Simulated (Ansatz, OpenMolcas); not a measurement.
# Computed against measured: atomisation enthalpy at 298 K

6 molecules with nitrogen; the atomisation enthalpy at 298 K in kJ/mol, computed less measured. Shapes, held fixed at every level: PBE0-D4/def2-TZVP. Thermal terms are harmonic and unscaled (PBE0-D4/def2-TZVP); the spin-orbit lowering of the free atoms is taken from their spectra. Programs: Ansatz 0.2.0, OpenMolcas 26.06. Measured values: Active Thermochemical Tables, NIST-JANAF tables.

Levels: A = PBE0/cc-pVTZ; B = r2SCAN0-D4/def2-TZVPP; C = CCSD/def2-TZVPP.

```json
{"molecule": "HCN (hydrogen cyanide)", "from tabulated heats": "1278", "A": "-12", "B": "-70", "C": "-85"}
{"molecule": "N2O (nitrous oxide)", "from tabulated heats": "1112", "A": "+21", "B": "-93", "C": "-144"}
{"molecule": "C2N2 (bisisocyanide)", "from tabulated heats": "1766", "A": "+31", "B": "-103", "C": "-170"}
{"molecule": "HOCN (cyanic acid)", "from tabulated heats": "1671", "A": "0", "B": "-83", "C": "-121"}
{"molecule": "NF3 (nitrogen trifluoride)", "from tabulated heats": "843", "A": "+17", "B": "-84", "C": "-119"}
{"molecule": "CH3N (methanimine)", "from tabulated heats": "1755", "A": "-5", "B": "-53", "C": "-88"}
```

Problem. Which level does best on this set, which worst, and which err to one side?

Solution. 
| level | kind | mean error | mean absolute error | worst case |
| --- | --- | --- | --- | --- |
| PBE0/cc-pVTZ | global hybrid | +8.7 | 14.3 | C2N2 |
| r2SCAN0-D4/def2-TZVPP | global hybrid | -81.0 | 81.0 | C2N2 |
| CCSD/def2-TZVPP | coupled cluster or CI | -121.2 | 121.2 | C2N2 |

On this set PBE0/cc-pVTZ has the smallest mean absolute error and CCSD/def2-TZVPP the largest. r2SCAN0-D4/def2-TZVPP is too low in 6 of 6; CCSD/def2-TZVPP is too low in 6 of 6. Heats of the atoms come from ATcT where it has them. The levels differ in basis as well as in method. Correlated wave functions converge slowly with the basis. CCSD also lacks the triples, which bind further. The set is small.
